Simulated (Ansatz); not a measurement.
# Structure relaxation of K2MoCl6

Computed with DFT r2SCAN, scalar-relativistic, plane waves, PAW (Ansatz).

The start is a database structure of K2MoCl6, space group Fm-3m (No. 225).

Input of the last, converged step (default PAW datasets):

```yaml
crystal:
  lattice:
    - [0.0, 4.9171839233, 4.9171839233]
    - [4.9171839233, 0.0, 4.9171839233]
    - [4.9171839233, 4.9171839233, 0.0]
  atoms:
    - { symbol: K, position: [0.25, 0.25, 0.25] }
    - { symbol: K, position: [0.75, 0.75, 0.75] }
    - { symbol: Mo, position: [0.0, 0.0, 0.0], spin: 1.55 }
    - { symbol: Cl, position: [0.7573705499, 0.2426294501, 0.2426294501] }
    - { symbol: Cl, position: [0.2426294501, 0.7573705499, 0.2426294501] }
    - { symbol: Cl, position: [0.2426294501, 0.7573705499, 0.7573705499] }
    - { symbol: Cl, position: [0.7573705499, 0.2426294501, 0.7573705499] }
    - { symbol: Cl, position: [0.2426294501, 0.2426294501, 0.7573705499] }
    - { symbol: Cl, position: [0.7573705499, 0.7573705499, 0.2426294501] }
basis:
  ecutwfc: 500
kpoints:
  mp_grid: { grid: [8, 8, 8] }
hamiltonian:
  xc: r2scan
scf:
  occupations: { method: gaussian, width: 0.1 }
output:
  forces: true
  stress: true
  eigenvalues: true
  populations: true
magnetization:
  spin_polarized: true
relax:
  adjacent_minimum: "off"
  f_tol: 0.01
  max_steps: 80
  cell: { stress_tol: 0.05 }
```

Launched as:

```bash
ansatz run input.yaml --threads 1 --pin off --max-ram 2560MiB --backend cpu --events-out ev --progress --plain --runs-dir out
```

Time: 9.6 min on 1 thread of Arm Neoverse V2, on a shared host, peak memory 1.5 GiB.

The program printed at the end:

```
--- Stress (GPa, compression-positive) ---
        0.012940       0.000000       0.000000
        0.000000       0.012940       0.000000
        0.000000       0.000000       0.012940
  P = ⅓ Tr σ = 0.0129 GPa (0.129 kbar)
  k-point 0 ↑: bands = ["-60.5268", "-33.9377", "-33.9377", "-33.9377", "-26.7060", "-26.7036", "-12.1984", "-11.4410", "-11.4410", "-11.4396", "-11.4396", "-11.4396", "-9.4402", "-9.4402", "-9.4402", "-9.4160", "-9.4160", "-9.4160", "-1.6642", "-0.8795", "-0.8795", "-0.8795", "-0.6677", "-0.6677", "-0.2644", "-0.2644", "-0.2644", "1.3320", "1.3320", "1.3320", "1.8583", "1.8583", "1.8583", "2.1799", "2.1799", "2.1799", "3.3827", "3.3827", "3.3827", "7.4246", "7.4246", "8.4773", "9.6395", "9.8722", "9.8722", "10.5666", "10.7973"]
  k-point 1 ↑: bands = ["-60.5268", "-33.9377", "-33.9377", "-33.9377", "-26.7059", "-26.7037", "-12.1829", "-11.4722", "-11.4722", "-11.4675", "-11.4105", "-11.4105", "-9.4372", "-9.4372", "-9.4313", "-9.4149", "-9.4149", "-9.4112", "-1.6018", "-0.8727", "-0.8554", "-0.8554", "-0.7438", "-0.7438", "-0.2933", "-0.1467", "-0.1467", "1.2608", "1.2608", "1.3573", "1.6977", "1.8388", "1.8388", "2.1229", "2.1229", "2.1467", "3.4183", "3.4333", "3.4333", "7.3731", "7.3731", "8.6347", "9.7590", "9.9862", "9.9862", "10.7143", "10.8566"]
  k-point 2 ↑: bands = ["-60.5268", "-33.9377", "-33.9377", "-33.9377", "-26.7056", "-26.7040", "-12.1401", "-11.5393", "-11.5007", "-11.5007", "-11.3869", "-11.3869", "-9.4297", "-9.4297", "-9.4123", "-9.4123", "-9.4106", "-9.3994", "-1.4442", "-0.8927", "-0.8927", "-0.8347", "-0.7476", "-0.7476", "-0.3654", "0.0655", "0.0655", "1.0863", "1.0863", "1.3135", "1.4291", "1.8109", "1.8109", "1.9740", "1.9740", "2.0562", "3.4814", "3.5381", "3.5381", "7.2603", "7.2603", "9.0611", "10.0572", "10.3039", "10.3039", "10.9695", "11.1830"]
  k-point 28 ↓: bands = ["-59.0303", "-32.2376", "-32.2376", "-32.2376", "-26.7032", "-26.7032", "-11.9942", "-11.6931", "-11.4736", "-11.4575", "-11.4575", "-11.3726", "-9.4066", "-9.4058", "-9.3988", "-9.3988", "-9.3778", "-9.3741", "-1.1424", "-0.8661", "-0.5230", "-0.3967", "-0.3967", "0.0504", "0.1923", "0.1923", "0.2263", "0.9310", "0.9310", "1.1482", "1.3321", "1.3321", "1.3499", "1.4749", "1.8767", "1.8767", "5.5805", "5.5805", "5.8265", "7.2358", "7.7462", "11.0516", "11.0516", "11.1088", "11.3164", "11.7573", "11.7743"]
--- Relaxed structure (3 steps of the walk, 3 accepted, 1 SCFs on fresh bases) ---
  F+E_penalty+E_count = -14568.82652149 eV   max|allowed force component| = 1.609e-3 eV/Å   (the final SCF, on the basis selected at the relaxed cell)
  cell:  # Å, volume = 238.4742 Å³
    - [0.000000, 4.921949, 4.921949]
    - [4.921949, 0.000000, 4.921949]
    - [4.921949, 4.921949, 0.000000]
  atoms:
    - { symbol: K, position: [0.25, 0.25, 0.25] }
    - { symbol: K, position: [0.750000, 0.750000, 0.750000] }
    - { symbol: Mo, position: [0.000000, 0.000000, 0.000000] }
    - { symbol: Cl, position: [0.757821, 0.242179, 0.242179] }
    - { symbol: Cl, position: [0.242179, 0.757821, 0.242179] }
    - { symbol: Cl, position: [0.242179, 0.757821, 0.757821] }
    - { symbol: Cl, position: [0.757821, 0.242179, 0.757821] }
    - { symbol: Cl, position: [0.242179, 0.242179, 0.757821] }
    - { symbol: Cl, position: [0.757821, 0.757821, 0.242179] }
--- Löwdin populations: 9 sites ---
  site symbol q [e]    m [muB]
     0      K      8.2440     0.0138
     1      K      8.2440     0.0138
     2     Mo     12.9787     1.8493
     3     Cl      7.3745     0.0132
     4     Cl      7.3745     0.0132
     5     Cl      7.3745     0.0132
     6     Cl      7.3745     0.0132
     7     Cl      7.3745     0.0132
     8     Cl      7.3745     0.0132
  spilling = 0.003866 (of n_electrons = 74.000000)
```

Absolute energies hang on the potentials; compare differences alone.

The result has space group Fm-3m (No. 225). K has 12 Cl at 3.48 Å; Mo is coordinated by 6 Cl at 2.38 Å; around Cl lie 1 Mo at 2.38 Å.

Against the elements it lies at -1.68 eV/atom. Formation energies are uncorrected and refer to the elements' standard structures at the same level (Cl₂ as a molecule).

The k mesh leaves about 4 meV/atom of noise in metals. The magnetic state reached may not be the lowest.

Symmetry constrained the relaxation, so the result can be a saddle point.